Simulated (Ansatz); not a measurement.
Relaxation of AlFH5N (8 atoms, charge 0, multiplicity 1), to a largest force component of 0.03 eV/Å in at most 50 steps.

The calculation used Ansatz, RKS B3LYP/6-31G*.

```xyz
8
Properties=species:S:1:pos:R:3
Al -0.057 0.421 -0.556
N -0.032 0.112 2.530
H -0.797 -0.158 3.142
H 0.832 0.057 3.061
H 1.402 -0.035 -0.956
H -1.404 -0.241 -1.055
F -0.192 1.880 0.274
H -0.169 1.101 2.251
```

Question: Where does it end, and by what steps?

Answer: The run converged. After 8 steps the energy has fallen by 0.902 eV; H3 moved furthest, 0.73 Å. Joined: Al1–N2 (3.10 → 2.08 Å).

```json
{"step": "0", "energy less start (eV)": "0.0000", "largest force component (eV/Å)": "0.820", "accepted": "yes"}
{"step": "1", "energy less start (eV)": "-0.1685", "largest force component (eV/Å)": "0.681", "accepted": "yes"}
{"step": "2", "energy less start (eV)": "-0.4522", "largest force component (eV/Å)": "1.186", "accepted": "yes"}
{"step": "3", "energy less start (eV)": "-0.7419", "largest force component (eV/Å)": "0.913", "accepted": "yes"}
{"step": "4", "energy less start (eV)": "-0.8250", "largest force component (eV/Å)": "0.988", "accepted": "yes"}
{"step": "5", "energy less start (eV)": "-0.8858", "largest force component (eV/Å)": "0.388", "accepted": "yes"}
{"step": "6", "energy less start (eV)": "-0.8976", "largest force component (eV/Å)": "0.323", "accepted": "yes"}
{"step": "7", "energy less start (eV)": "-0.9013", "largest force component (eV/Å)": "0.108", "accepted": "yes"}
{"step": "8", "energy less start (eV)": "-0.9017", "largest force component (eV/Å)": "0.028", "accepted": "yes"}
```

```xyz
8
Properties=species:S:1:pos:R:3
Al -0.052 0.457 0.008
N -0.045 0.253 2.083
H -0.803 -0.334 2.433
H 0.836 -0.113 2.443
H 1.395 -0.107 -0.371
H -1.375 -0.350 -0.387
F -0.200 2.135 0.027
H -0.173 1.195 2.457
```

Whether the end is a true minimum wasn't checked by a vibrational analysis.

The run took 21 s on 1 thread of Arm Neoverse V1, on a shared host, peak memory 0.13 GiB.
